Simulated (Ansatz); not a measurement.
## Molecular dynamics, step by step

CH₈SSi (SMILES S.C[SiH3]), singlet, PBE0-D4/STO-3G (Ansatz 0.2.0). Settings (timestep in fs, temperature in K; T counts 27 degrees of freedom):

```yaml
hamiltonian: {xc: pbe0, dispersion: d4}
md: {n_steps: 60, timestep: 0.5, temperature: 700, ensemble: nve, seed: 726, initial_velocities: maxwell_boltzmann}
```

Start (the SMILES describes the start alone):

| atom | x (Å) | y (Å) | z (Å) |
| --- | --- | --- | --- |
| S1 | -0.9676 | -0.3759 | -3.3840 |
| H2 | 0.3040 | -0.7674 | -3.2120 |
| H3 | -0.6634 | 0.9051 | -3.1272 |
| C4 | 0.4469 | 0.1412 | 2.1523 |
| Si5 | -0.0916 | -0.0731 | 0.3724 |
| H6 | 1.4252 | 0.6237 | 2.2088 |
| H7 | 0.5166 | -0.8257 | 2.6558 |
| H8 | -0.2673 | 0.7579 | 2.7025 |
| H9 | -0.1742 | 1.2514 | -0.3023 |
| H10 | -1.4227 | -0.7288 | 0.3003 |
| H11 | 0.8942 | -0.9086 | -0.3664 |

```json
{"step": "0", "time (fs)": "0.00", "potential energy less the start (meV)": "0.0", "kinetic energy (meV)": "814.3", "T (K)": "700"}
{"step": "4", "time (fs)": "2.00", "potential energy less the start (meV)": "258.2", "kinetic energy (meV)": "562.4", "T (K)": "483"}
{"step": "8", "time (fs)": "4.00", "potential energy less the start (meV)": "248.0", "kinetic energy (meV)": "569.0", "T (K)": "489"}
{"step": "12", "time (fs)": "6.00", "potential energy less the start (meV)": "339.9", "kinetic energy (meV)": "478.3", "T (K)": "411"}
{"step": "16", "time (fs)": "8.00", "potential energy less the start (meV)": "442.4", "kinetic energy (meV)": "377.5", "T (K)": "325"}
{"step": "20", "time (fs)": "10.00", "potential energy less the start (meV)": "261.8", "kinetic energy (meV)": "554.1", "T (K)": "476"}
{"step": "24", "time (fs)": "12.00", "potential energy less the start (meV)": "302.6", "kinetic energy (meV)": "517.2", "T (K)": "445"}
{"step": "28", "time (fs)": "14.00", "potential energy less the start (meV)": "188.9", "kinetic energy (meV)": "627.8", "T (K)": "540"}
{"step": "32", "time (fs)": "16.00", "potential energy less the start (meV)": "259.1", "kinetic energy (meV)": "560.5", "T (K)": "482"}
{"step": "36", "time (fs)": "18.00", "potential energy less the start (meV)": "188.6", "kinetic energy (meV)": "628.1", "T (K)": "540"}
{"step": "40", "time (fs)": "20.00", "potential energy less the start (meV)": "351.7", "kinetic energy (meV)": "467.0", "T (K)": "401"}
{"step": "44", "time (fs)": "22.00", "potential energy less the start (meV)": "355.2", "kinetic energy (meV)": "463.2", "T (K)": "398"}
{"step": "48", "time (fs)": "24.00", "potential energy less the start (meV)": "320.0", "kinetic energy (meV)": "497.1", "T (K)": "427"}
{"step": "52", "time (fs)": "26.00", "potential energy less the start (meV)": "458.6", "kinetic energy (meV)": "362.0", "T (K)": "311"}
{"step": "56", "time (fs)": "28.00", "potential energy less the start (meV)": "210.4", "kinetic energy (meV)": "606.1", "T (K)": "521"}
{"step": "60", "time (fs)": "30.00", "potential energy less the start (meV)": "273.9", "kinetic energy (meV)": "544.6", "T (K)": "468"}
```

Step 16, positions (Å) and forces (eV/Å):

| atom | x | y | z | Fx | Fy | Fz |
| --- | --- | --- | --- | --- | --- | --- |
| S1 | -0.969 | -0.362 | -3.406 | -2.056 | 0.963 | -0.243 |
| H2 | 0.225 | -0.803 | -3.243 | 2.395 | -1.403 | 0.222 |
| H3 | -0.482 | 0.841 | -3.055 | -0.340 | 0.437 | 0.013 |
| C4 | 0.466 | 0.206 | 2.109 | -2.021 | -1.187 | 3.193 |
| Si5 | -0.104 | -0.108 | 0.418 | -1.257 | 0.672 | -1.688 |
| H6 | 1.484 | 0.549 | 2.192 | 0.607 | 0.278 | -0.097 |
| H7 | 0.403 | -0.825 | 2.589 | 0.382 | 1.588 | -0.094 |
| H8 | -0.212 | 0.894 | 2.739 | 1.253 | -1.201 | -1.329 |
| H9 | -0.206 | 1.116 | -0.316 | -0.586 | 0.425 | 0.025 |
| H10 | -1.290 | -0.947 | 0.248 | 0.223 | 0.530 | 0.486 |
| H11 | 0.865 | -0.734 | -0.351 | 1.401 | -1.102 | -0.490 |

Step 28, positions (Å) and forces (eV/Å):

| atom | x | y | z | Fx | Fy | Fz |
| --- | --- | --- | --- | --- | --- | --- |
| S1 | -0.971 | -0.348 | -3.422 | 2.034 | -0.875 | 0.294 |
| H2 | 0.293 | -1.032 | -3.278 | -2.077 | 1.371 | -0.182 |
| H3 | -0.464 | 0.855 | -3.013 | 0.045 | -0.499 | -0.121 |
| C4 | 0.473 | 0.227 | 2.123 | -0.170 | -0.293 | 0.928 |
| Si5 | -0.114 | -0.129 | 0.425 | 1.323 | 0.016 | -2.226 |
| H6 | 1.518 | 0.512 | 2.127 | 0.301 | 0.464 | -0.094 |
| H7 | 0.438 | -0.692 | 2.707 | -0.177 | -0.131 | 0.284 |
| H8 | -0.120 | 0.985 | 2.647 | 0.135 | -0.035 | -0.053 |
| H9 | -0.409 | 1.118 | -0.295 | 0.034 | -0.571 | 0.357 |
| H10 | -1.247 | -1.009 | 0.359 | -0.196 | -0.042 | 0.163 |
| H11 | 1.036 | -0.789 | -0.297 | -1.252 | 0.596 | 0.649 |

Step 36, positions (Å) and forces (eV/Å):

```csv
atom,x,y,z,Fx,Fy,Fz
S1,-0.967,-0.342,-3.433,-1.565,0.702,-0.213
H2,0.142,-1.046,-3.316,1.276,-0.296,0.256
H3,-0.438,0.831,-2.992,0.298,-0.409,-0.045
C4,0.483,0.235,2.143,-0.691,0.617,1.601
Si5,-0.116,-0.142,0.416,0.390,-0.409,1.409
H6,1.533,0.547,2.062,-0.109,0.019,0.280
H7,0.443,-0.650,2.853,-0.014,1.147,-1.062
H8,-0.091,1.098,2.625,0.876,-1.412,-0.673
H9,-0.559,1.031,-0.218,-0.032,0.906,-0.672
H10,-1.214,-1.023,0.477,-0.669,-0.682,-0.102
H11,1.009,-0.771,-0.183,0.241,-0.183,-0.778
```

Last step (60):

```xyz
11
angstrom
S -0.9693 -0.3192 -3.4656
H 0.0536 -1.0897 -3.3459
H -0.1938 0.6460 -2.9346
C 0.5127 0.3105 2.1840
Si -0.1326 -0.1930 0.4359
H 1.6287 0.5507 2.1382
H 0.4175 -0.4338 2.9439
H 0.0084 1.1730 2.5143
H -0.7062 0.9058 -0.2254
H -1.1022 -1.1987 0.6072
H 0.9203 -0.7248 -0.3897
```

The run took about 18 s on 4 CPU threads of an INTEL XEON PLATINUM 8581C (shared host).
